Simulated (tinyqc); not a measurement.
Worked calculation: RHF in the sto-3g basis, for H3O+, spin multiplicity 1. One step of it, computed by the program tinyqc.

Task: Iteration 1: diagonalisation and new density. Diagonalise F' = X^T F X, C = X C', fill 5 alpha and 5 beta electrons from the bottom; D = 2 C_occ C_occ^T. Each column has its largest component positive (the first on a tie).

Fock matrix F (hartree):
```
             1O 1s      1O 2s     1O 2px     1O 2py     1O 2pz      2H 1s      3H 1s      4H 1s
1O 1s   -20.107721  -5.163494  -0.000016   0.000000   0.004567  -0.623409  -0.622568  -0.622568
1O 2s    -5.163494  -2.459103  -0.000024   0.000000   0.023254  -0.706806  -0.706109  -0.706109
1O 2px   -0.000016  -0.000024  -0.496159   0.000000   0.000004  -0.431925   0.215903   0.215903
1O 2py    0.000000   0.000000   0.000000  -0.496108   0.000000   0.000000  -0.373772   0.373772
1O 2pz    0.004567   0.023254   0.000004   0.000000  -0.455687   0.041544   0.041496   0.041496
2H 1s    -0.623409  -0.706806  -0.431925   0.000000   0.041544  -0.493336  -0.170444  -0.170444
3H 1s    -0.622568  -0.706109   0.215903  -0.373772   0.041496  -0.170444  -0.493065  -0.170361
4H 1s    -0.622568  -0.706109   0.215903   0.373772   0.041496  -0.170444  -0.170361  -0.493065
```

X:
```
            1O 1s      1O 2s     1O 2px     1O 2py     1O 2pz      2H 1s      3H 1s      4H 1s
1O 1s    1.023726  -0.136707  -0.000006   0.000000   0.001103   0.015715   0.015700   0.015700
1O 2s   -0.136707   1.146198   0.000066   0.000000  -0.009818  -0.168324  -0.168105  -0.168105
1O 2px  -0.000006   0.000066   1.056985   0.000000  -0.000006  -0.171194   0.085547   0.085547
1O 2py   0.000000   0.000000   0.000000   1.056891   0.000000   0.000000  -0.148096   0.148096
1O 2pz   0.001103  -0.009818  -0.000006   0.000000   1.000776   0.013355   0.013333   0.013333
2H 1s    0.015715  -0.168324  -0.171194   0.000000   0.013355   1.082675  -0.031567  -0.031567
3H 1s    0.015700  -0.168105   0.085547  -0.148096   0.013333  -0.031567   1.082514  -0.031554
4H 1s    0.015700  -0.168105   0.085547   0.148096   0.013333  -0.031567  -0.031554   1.082514
```

Give: F' = X^T F X; orbital energies; coefficients C; D after iteration 1.

Result:

F' = X^T F X (hartree):
```
          1        2        3        4        5        6        7        8
1  -19.7255  -2.7105   0.0000   0.0000   0.0077  -0.0396  -0.0394  -0.0394
2   -2.7105  -1.3282   0.0001   0.0000   0.0003  -0.3456  -0.3451  -0.3451
3    0.0000   0.0001  -0.3341   0.0000   0.0000  -0.3763   0.1881   0.1881
4    0.0000   0.0000   0.0000  -0.3343   0.0000   0.0000  -0.3256   0.3256
5    0.0077   0.0003   0.0000   0.0000  -0.4536   0.0292   0.0292   0.0292
6   -0.0396  -0.3456  -0.3763   0.0000   0.0292  -0.2298  -0.0545  -0.0545
7   -0.0394  -0.3451   0.1881  -0.3256   0.0292  -0.0545  -0.2300  -0.0544
8   -0.0394  -0.3451   0.1881   0.3256   0.0292  -0.0545  -0.0544  -0.2300
```

orbital energies (hartree): MO1 -20.1177, MO2 -1.2930, MO3 -0.7224, MO4 -0.7222, MO5 -0.4568, MO6 0.0214, MO7 0.2123, MO8 0.2129

coefficients C:
```
            MO1      MO2      MO3      MO4      MO5      MO6      MO7      MO8
1O 1s    0.9938  -0.2301   0.0000   0.0000  -0.0204  -0.1624   0.0000  -0.0003
1O 2s    0.0264   0.8325  -0.0002   0.0000   0.0933   0.8456   0.0000   0.0015
1O 2px   0.0000   0.0000   0.6733   0.0000   0.0000  -0.0012   0.0000   0.8414
1O 2py   0.0000   0.0000   0.0000   0.6734   0.0000   0.0000   0.8411   0.0000
1O 2pz  -0.0005  -0.0269   0.0000   0.0000   0.9940  -0.1162   0.0000  -0.0002
2H 1s   -0.0040   0.1627   0.4552   0.0000  -0.0357  -0.5884   0.0000  -0.8069
3H 1s   -0.0040   0.1625  -0.2277   0.3943  -0.0357  -0.5899  -0.6979   0.4021
4H 1s   -0.0040   0.1625  -0.2277  -0.3943  -0.0357  -0.5899   0.6979   0.4021
```

D after iteration 1:
```
          1O 1s    1O 2s   1O 2px   1O 2py   1O 2pz    2H 1s    3H 1s    4H 1s
1O 1s    2.0822  -0.3346   0.0000   0.0000  -0.0293  -0.0813  -0.0812  -0.0812
1O 2s   -0.3346   1.4049  -0.0002   0.0000   0.1406   0.2638   0.2638   0.2638
1O 2px   0.0000  -0.0002   0.9065   0.0000   0.0000   0.6130  -0.3066  -0.3066
1O 2py   0.0000   0.0000   0.0000   0.9068   0.0000   0.0000   0.5310  -0.5310
1O 2pz  -0.0293   0.1406   0.0000   0.0000   1.9774  -0.0798  -0.0798  -0.0798
2H 1s   -0.0813   0.2638   0.6130   0.0000  -0.0798   0.4699  -0.1519  -0.1519
3H 1s   -0.0812   0.2638  -0.3066   0.5310  -0.0798  -0.1519   0.4700  -0.1518
4H 1s   -0.0812   0.2638  -0.3066  -0.5310  -0.0798  -0.1519  -0.1518   0.4700
```
